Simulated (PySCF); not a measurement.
Computed shifts of a molecule C4H8, PySCF with PBE/pcSseg-1, GIAO, gas phase, equivalent atoms averaged, in ppm (number of nuclei): ¹³C: 28.1 (4). ¹H: 2.37 (4), 2.11 (4). References: ¹³C against TMS (σ = 182.0 ppm); ¹H against TMS (σ = 31.49 ppm), references at their B3LYP-D3(BJ)/def2-TZVP geometries, non-relativistic. The structure is a stationary point at PBE0-D3(BJ)/def2-SVP. The values are those of a single conformer.

**Question.** Identify the compound among the candidates.
(A) C=C(C)C
(B) C/C=C\C
(C) C1CCC1
(D) CC1CC1

**Answer.** C, C1CCC1
